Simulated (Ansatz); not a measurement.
## Nudged elastic band run: C$_{2}$H$_{6}$N$_{2}$S

Input:

```yaml
crystal:
  periodic: [false, false, false]
  atoms:
    - { symbol: C, position_ang: [-1.832442, -0.100493, 0.042989] }
    - { symbol: S, position_ang: [-0.43121, -1.355242, -0.349326] }
    - { symbol: C, position_ang: [1.118166, -0.296623, 0.06838] }
    - { symbol: "N", position_ang: [2.093959, -0.696375, 0.810935] }
    - { symbol: "N", position_ang: [1.093229, 0.952643, -0.518889] }
    - { symbol: H, position_ang: [-1.678374, 0.316782, 1.045708] }
    - { symbol: H, position_ang: [-1.862592, 0.698396, -0.709185] }
    - { symbol: H, position_ang: [-2.764064, -0.681309, 0.010548] }
    - { symbol: H, position_ang: [1.939311, -1.601582, 1.277276] }
    - { symbol: H, position_ang: [1.875294, 1.575039, -0.326687] }
    - { symbol: H, position_ang: [0.513921, 1.131764, -1.330849] }
basis:
  gaussian: { orbitals: "6-31G" }
hamiltonian:
  xc: blyp
  dispersion: d4
neb:
  order_check: false
  images: 5
  f_tol: 0.05
  max_iterations: 60
  spring: { min: 2.0, max: 10.0 }
  final_atoms:
    - { symbol: C, position_ang: [-1.80017057, -0.61587529, 0.34647011] }
    - { symbol: S, position_ang: [-0.91659599, 0.76107971, -0.6275257] }
    - { symbol: C, position_ang: [0.8885003, 0.33754056, -0.10434519] }
    - { symbol: "N", position_ang: [1.27604835, -0.38221349, 0.89313484] }
    - { symbol: "N", position_ang: [1.7743358, 0.94805473, -0.96308357] }
    - { symbol: H, position_ang: [-1.35042198, -1.5876021, 0.10451645] }
    - { symbol: H, position_ang: [-1.74393993, -0.4133887, 1.42484421] }
    - { symbol: H, position_ang: [-2.8477683, -0.5899177, 0.02071289] }
    - { symbol: H, position_ang: [0.54784828, -0.72047506, 1.53481165] }
    - { symbol: H, position_ang: [2.76668306, 0.87043184, -0.76004241] }
    - { symbol: H, position_ang: [1.47067898, 1.33536551, -1.84859327] }
  initial_path:
    images:
      - { positions_ang: [[-1.832442, -0.100493, 0.042989], [-0.43121, -1.355242, -0.349326], [1.118166, -0.296623, 0.06838], [2.093959, -0.696375, 0.810935], [1.093229, 0.952643, -0.518889], [-1.678374, 0.316782, 1.045708], [-1.862592, 0.698396, -0.709185], [-2.764064, -0.681309, 0.010548], [1.939311, -1.601582, 1.277276], [1.875294, 1.575039, -0.326687], [0.513921, 1.131764, -1.330849]] }
      - { positions_ang: [[-1.75627862, -0.09493725, 0.01139342], [-0.42474453, -1.32909309, -0.08811221], [1.06705142, -0.29019956, 0.14310389], [2.13270716, -0.71873749, 0.68968433], [0.99568501, 0.96888387, -0.38134202], [-1.66492133, 0.48029825, 0.87900312], [-1.70955084, 0.5543839, -0.84633357], [-2.70537763, -0.62896123, -0.02385997], [1.97413083, -1.65562256, 1.10869379], [1.81024491, 1.52116861, -0.3632856], [0.34625162, 1.13581655, -1.10804517]] }
      - { positions_ang: [[-1.68011524, -0.0893815, -0.02020217], [-0.41827906, -1.30294419, 0.17310159], [1.01593685, -0.28377612, 0.21782777], [2.17145532, -0.74109998, 0.56843366], [0.89814103, 0.98512474, -0.24379504], [-1.65146866, 0.64381451, 0.71229823], [-1.55650968, 0.41037179, -0.98348215], [-2.64669125, -0.57661346, -0.05826794], [2.00895065, -1.70966312, 0.94011159], [1.74519582, 1.46729823, -0.39988421], [0.17858223, 1.1398691, -0.88524133]] }
      - { positions_ang: [[-1.60395187, -0.08382575, -0.05179775], [-0.41181359, -1.27679528, 0.43431538], [0.96482227, -0.27735268, 0.29255166], [2.21020347, -0.76346247, 0.44718299], [0.80059704, 1.00136561, -0.10624806], [-1.63801599, 0.80733076, 0.54559335], [-1.40346852, 0.26635969, -1.12063072], [-2.58800488, -0.52426569, -0.09267591], [2.04377048, -1.76370368, 0.77152938], [1.68014673, 1.41342784, -0.43648281], [0.01091285, 1.14392165, -0.6624375]] }
      - { positions_ang: [[-1.6693581, -0.2611756, 0.0809582], [-0.58007439, -0.59750362, 0.08036836], [0.93938161, -0.07238826, 0.16025271], [1.89881843, -0.63637947, 0.59583361], [1.12517663, 0.98359531, -0.3918599], [-1.54215132, 0.00901981, 0.39856771], [-1.51695899, 0.03977689, -0.27213908], [-2.67459268, -0.54614969, -0.05487964], [1.54512975, -1.41596081, 1.0259568], [2.04232551, 1.23242917, -0.54433601], [0.49750156, 1.20773627, -1.05782276]] }
      - { positions_ang: [[-1.73476434, -0.43852544, 0.21371415], [-0.74833519, 0.08178804, -0.27357867], [0.91394095, 0.13257615, 0.02795376], [1.58743339, -0.50929648, 0.74448423], [1.44975621, 0.96582502, -0.67747173], [-1.44628665, -0.78929115, 0.25154208], [-1.63044946, -0.18680591, 0.57635256], [-2.76118049, -0.5680337, -0.01708338], [1.04648901, -1.06821793, 1.28038423], [2.40450429, 1.05143051, -0.65218921], [0.98409027, 1.27155089, -1.45320801]] }
      - { positions_ang: [[-1.80017057, -0.61587529, 0.34647011], [-0.91659599, 0.76107971, -0.6275257], [0.8885003, 0.33754056, -0.10434519], [1.27604835, -0.38221349, 0.89313484], [1.7743358, 0.94805473, -0.96308357], [-1.35042198, -1.5876021, 0.10451645], [-1.74393993, -0.4133887, 1.42484421], [-2.8477683, -0.5899177, 0.02071289], [0.54784828, -0.72047506, 1.53481165], [2.76668306, 0.87043184, -0.76004241], [1.47067898, 1.33536551, -1.84859327]] }
```

Launched with:

```bash
$ ansatz run input.yaml --threads 1 --pin off --max-ram 2048MiB --backend cpu --events-out ev --progress --plain --runs-dir out
```

Output, in part (warnings, iteration lines, the closing report on the highest movable image, with atoms numbered from 0):

```
NEB end point (image 0): max|allowed force component| = 1.052e-2 eV/Å (the criterion of neb.relax_end_points is 1.000e-2)
NEB end point (image 6): max|allowed force component| = 1.381e-2 eV/Å (the criterion of neb.relax_end_points is 1.000e-2)
NEB iter   1: max|band force component| = 2.400e2 eV/Å  barrier→ = 94.7879 eV  barrier← = 94.8710 eV  Δτ_max = 0.2000 Å  (183 SCF iters)
NEB iter   2: max|band force component| = 1.409e2 eV/Å  barrier→ = 58.1333 eV  barrier← = 58.2165 eV  Δτ_max = 0.2000 Å  (143 SCF iters)
NEB iter   3: max|band force component| = 4.287e1 eV/Å  barrier→ = 25.2214 eV  barrier← = 25.3045 eV  Δτ_max = 0.2000 Å  (140 SCF iters)
NEB iter   4: max|band force component| = 2.670e1 eV/Å  barrier→ = 14.2000 eV  barrier← = 14.2832 eV  Δτ_max = 0.2000 Å  (147 SCF iters)
NEB iter   5: max|band force component| = 1.405e1 eV/Å  barrier→ = 7.0794 eV  barrier← = 7.1625 eV  Δτ_max = 0.2000 Å  (151 SCF iters)
NEB iter   6: max|band force component| = 9.512e0 eV/Å  barrier→ = 5.3468 eV  barrier← = 5.4300 eV  Δτ_max = 0.2000 Å  (149 SCF iters)
NEB iter   7: max|band force component| = 5.522e0 eV/Å  barrier→ = 2.7730 eV  barrier← = 2.8561 eV  Δτ_max = 0.0995 Å  (152 SCF iters)
NEB iter   8: max|band force component| = 4.431e0 eV/Å  barrier→ = 2.1378 eV  barrier← = 2.2210 eV  Δτ_max = 0.1042 Å  (144 SCF iters)
NEB iter   9: max|band force component| = 3.576e0 eV/Å  barrier→ = 1.5378 eV  barrier← = 1.6209 eV  Δτ_max = 0.1032 Å  (143 SCF iters)
NEB iter  10: max|band force component| = 2.541e0 eV/Å  barrier→ = 0.9786 eV  barrier← = 1.0617 eV  Δτ_max = 0.0997 Å  (137 SCF iters)
NEB iter  11: max|band force component| = 2.129e0 eV/Å  barrier→ = 0.6122 eV  barrier← = 0.6954 eV  Δτ_max = 0.2000 Å  (136 SCF iters)
NEB iter  12: max|band force component| = 2.002e0 eV/Å  barrier→ = 0.4537 eV  barrier← = 0.5369 eV  Δτ_max = 0.2000 Å  (151 SCF iters)
NEB iter  13: max|band force component| = 6.236e-1 eV/Å  barrier→ = 0.1649 eV  barrier← = 0.2480 eV  Δτ_max = 0.2000 Å  (143 SCF iters)
NEB iter  14: max|band force component| = 1.058e0 eV/Å  barrier→ = 0.0694 eV  barrier← = 0.1526 eV  Δτ_max = 0.0989 Å  (139 SCF iters)
NEB iter  15: max|band force component| = 5.087e0 eV/Å  barrier→ = 0.0446 eV  barrier← = 0.1278 eV  Δτ_max = 0.1005 Å  (132 SCF iters)
NEB iter  16: max|band force component| = 6.820e0 eV/Å  barrier→ = 0.1930 eV  barrier← = 0.2761 eV  Δτ_max = 0.2000 Å  (133 SCF iters)
NEB iter  17: max|band force component| = 6.914e0 eV/Å  barrier→ = 0.1398 eV  barrier← = 0.2230 eV  Δτ_max = 0.1952 Å  (141 SCF iters)
NEB iter  18: max|band force component| = 6.189e0 eV/Å  barrier→ = 0.1980 eV  barrier← = 0.2811 eV  Δτ_max = 0.1968 Å  (135 SCF iters)
NEB iter  19: max|band force component| = 4.893e0 eV/Å  barrier→ = 0.2411 eV  barrier← = 0.3243 eV  Δτ_max = 0.2000 Å  (132 SCF iters)
NEB iter  20: max|band force component| = 2.977e0 eV/Å  barrier→ = 0.2754 eV  barrier← = 0.3586 eV  Δτ_max = 0.1851 Å  (146 SCF iters)
NEB iter  21: max|band force component| = 1.853e0 eV/Å  barrier→ = 0.1787 eV  barrier← = 0.2619 eV  Δτ_max = 0.2000 Å  (131 SCF iters)
NEB iter  22: max|band force component| = 2.200e0 eV/Å  barrier→ = 0.1861 eV  barrier← = 0.2693 eV  Δτ_max = 0.2000 Å  (150 SCF iters)
NEB iter  23: max|band force component| = 5.364e-1 eV/Å  barrier→ = 0.0422 eV  barrier← = 0.1254 eV  Δτ_max = 0.1983 Å  (144 SCF iters)
NEB iter  24: max|band force component| = 2.218e0 eV/Å  barrier→ = 0.0079 eV  barrier← = 0.0911 eV  Δτ_max = 0.1969 Å  (143 SCF iters)
NEB iter  25: max|band force component| = 1.955e0 eV/Å  barrier→ = 0.0316 eV  barrier← = 0.1148 eV  Δτ_max = 0.0952 Å  (132 SCF iters)
NEB iter  26: max|band force component| = 1.716e-1 eV/Å  barrier→ = 0.0073 eV  barrier← = 0.0905 eV  CI = image 3  Δτ_max = 0.0284 Å  (131 SCF iters)
NEB iter  27: max|band force component| = 2.337e-1 eV/Å  barrier→ = 0.0073 eV  barrier← = 0.0905 eV  CI = image 3  Δτ_max = 0.2000 Å  (130 SCF iters)
NEB iter  28: max|band force component| = 5.203e-1 eV/Å  barrier→ = 0.0115 eV  barrier← = 0.0947 eV  CI = image 1  Δτ_max = 0.2000 Å  (136 SCF iters)
NEB iter  29: max|band force component| = 2.858e-1 eV/Å  barrier→ = 0.0087 eV  barrier← = 0.0919 eV  CI = image 1  Δτ_max = 0.1321 Å  (138 SCF iters)
NEB iter  30: max|band force component| = 3.656e-1 eV/Å  barrier→ = 0.0084 eV  barrier← = 0.0916 eV  CI = image 1  Δτ_max = 0.1399 Å  (131 SCF iters)
NEB iter  31: max|band force component| = 1.176e-1 eV/Å  barrier→ = 0.0082 eV  barrier← = 0.0914 eV  CI = image 1  Δτ_max = 0.0403 Å  (133 SCF iters)
NEB iter  32: max|band force component| = 8.374e-2 eV/Å  barrier→ = 0.0078 eV  barrier← = 0.0910 eV  CI = image 1  Δτ_max = 0.0455 Å  (126 SCF iters)
NEB iter  33: max|band force component| = 1.122e-1 eV/Å  barrier→ = 0.0075 eV  barrier← = 0.0907 eV  CI = image 1  Δτ_max = 0.0227 Å  (126 SCF iters)
NEB iter  34: max|band force component| = 5.153e-2 eV/Å  barrier→ = 0.0075 eV  barrier← = 0.0906 eV  CI = image 1  Δτ_max = 0.0108 Å  (121 SCF iters)
NEB iter  35: max|band force component| = 4.820e-2 eV/Å  barrier→ = 0.0074 eV  barrier← = 0.0906 eV  CI = image 1  Δτ_max = 0.0000 Å  (236 SCF iters)
Total energy: -15982.58659609 eV, -587.3492240201 hartree
Atom 0 at    -1.809772    -0.219714     0.166886 Å, force     0.001596     0.007290     0.002009 eV/Å
Atom 1 at    -0.427846    -1.186456    -0.756288 Å, force     0.003590     0.000228     0.001220 eV/Å
Atom 2 at     1.068856    -0.190878    -0.021226 Å, force     0.010015     0.005522     0.014406 eV/Å
Atom 3 at     1.754868    -0.522587     1.017820 Å, force    -0.012616    -0.013419    -0.007327 eV/Å
Atom 4 at     1.308829     0.955233    -0.746269 Å, force    -0.012370    -0.013156    -0.000394 eV/Å
Atom 5 at    -1.687377    -0.351916     1.249639 Å, force    -0.001215    -0.001581    -0.003270 eV/Å
Atom 6 at    -1.757774     0.843109    -0.102788 Å, force    -0.000188    -0.003093    -0.001689 eV/Å
Atom 7 at    -2.761515    -0.653969    -0.166603 Å, force     0.000195    -0.001254     0.002198 eV/Å
Atom 8 at     1.452254    -1.392932     1.476186 Å, force     0.005561     0.004731     0.002166 eV/Å
Atom 9 at     2.080324     1.555182    -0.463821 Å, force    -0.000284     0.003096    -0.003522 eV/Å
Atom 10 at     0.844351     1.107929    -1.632637 Å, force     0.005716     0.011636    -0.005798 eV/Å
Dipole moment:    -0.272779     0.380564    -0.140691 e Å
```

The forces met the threshold. The top lies less than 8 meV above the higher end, about what the thresholds resolve: that end is a shoulder or a very shallow well. Another band between the same ends (5 images) ends at a top of the same energy, where a vibrational analysis finds 1 clearly imaginary mode. Limits of this set-up: no polarisation functions.

Final band (atoms are numbered from 1 in the order of the input):

| image | path coordinate (Å) | energy (eV) | dihedral C1–S2–C3–N4 (°) |
| --- | --- | --- | --- |
| 0 | 0.00 | 0.000 | 131 |
| 1 | 1.42 | 0.007 | 94 |
| 2 | 1.68 | 0.006 | 87 |
| 3 | 1.98 | 0.000 | 78 |
| 4 | 3.12 | -0.054 | 47 |
| 5 | 4.42 | -0.083 | 19 |
| 6 | 5.71 | -0.083 | -18 |

The run took 9 min on 1 thread of Arm Neoverse V1 (shared host), peak memory 0.12 GiB.
